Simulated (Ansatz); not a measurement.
fcc Sr was calculated with r²SCAN0 (plane waves, PAW; Ansatz, a program for electronic structure).

Settings: plane-wave cutoff 520 eV, 10×10×10 k mesh, Fermi–Dirac smearing 0.05 eV, scalar-relativistic PAW data made under PBE.

The volume scan:

```json
[
 {"V (Å³/atom)": "55.997", "E − E_lowest (meV/atom)": "3.87"},
 {"V (Å³/atom)": "57.031", "E − E_lowest (meV/atom)": "1.06"},
 {"V (Å³/atom)": "58.944", "E − E_lowest (meV/atom)": "0.00"},
 {"V (Å³/atom)": "60.417", "E − E_lowest (meV/atom)": "2.45"},
 {"V (Å³/atom)": "61.891", "E − E_lowest (meV/atom)": "7.42"}
]
```

Question: What bulk modulus B0 and pressure derivative B′ does a third-order Birch–Murnaghan fit give?

Answer: V0 = 58.379 Å³/atom, B0 = 12.6 GPa, B′ = 3.5 (fit to the energies at full precision).

Measured, for comparison: bulk modulus 12.5 GPa (corrected for temperature and zero-point phonon effects, our sources range from 12.0 to 12.5; as tabulated in Levämäki et al. (2014), arXiv:1402.3671); equilibrium volume per atom 55.22 Å³/atom (low-temperature or extrapolated to 0 K; zero-point anharmonic expansion removed; as tabulated in Csonka et al. (2009), arXiv:0903.4037). Computed (rounded) less measured: bulk modulus +0.8 % (+0.8 % to +5 % over the range), equilibrium volume per atom +5.7 %.

The computed numbers hold no vibrational or temperature effects.
